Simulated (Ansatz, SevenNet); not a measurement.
For hcp Zr, the machine-learned potential SevenNet-l3i5 (trained on PBE and PBE+U data) gives:

| Property | Result |
|---|---|
| lattice parameter a | 3.246 Å |
| c axis length | 5.146 Å |

Q: What does r²SCAN-D4 (Ansatz, a first-principles code, PAW) give for the same quantities?

A: 
- lattice constant a: 3.239 Å (drops by 0.2 %)
- lattice parameter c: 5.152 Å (rises by 0.1 %)

For comparison: lattice constant a 3.232 Å (measured, 293 K, not corrected to a static lattice; as tabulated in Wikipedia's data pages); lattice parameter c 5.148 Å (measured, 293 K, not corrected to a static lattice; as tabulated in Wikipedia's data pages).

Changes are worked out from the printed values.

Unless a cell is named, each level is at its own relaxed cell (SevenNet-l3i5 23.48, r²SCAN-D4 23.41 Å³/atom).

Ansatz's density-functional and Hartree–Fock values are scalar-relativistic unless marked +SOC, with PAW data made under PBE.
